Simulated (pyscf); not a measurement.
Optimised with ωB97X-D3(BJ)/def2-SVP in PySCF.

Problem. Estimate the classical barrier height and the reaction energy of `[NH2][Si]([SiH3])([SiH3])[SiH3]` + `[H]` [doublet] → `[NH][Si]([SiH3])([SiH3])[SiH3]` [doublet] + `[H][H]` at ωB97M-D3(BJ)/def2-TZVP. The step runs on the doublet surface, breaks H–N and forms H–H; take the separated reactants as zero.

Solution. ΔE‡ = 0.61 eV, ΔE = +0.21 eV. Zero-point energy shifts the barrier by -0.04 eV. It is a hydrogen abstraction, with an imaginary mode of 1406i cm⁻¹. H₂N–Si(SiH₃)(SiH₃)–SiH₃ lies 0.55 eV over its isomer H₃Si–NH–SiH(SiH₃)–SiH₃ (electronic energy, ωB97M-D3(BJ)/def2-TZVP). •HN–Si(SiH₃)(SiH₃)–SiH₃ lies 1.60 eV over its isomer H₃Si–NH–Si•(SiH₃)–SiH₃ (electronic energy, ωB97M-D3(BJ)/def2-TZVP). One saddle was located; it need not be the lowest between these sides. The angle at the transferred H is 157°.
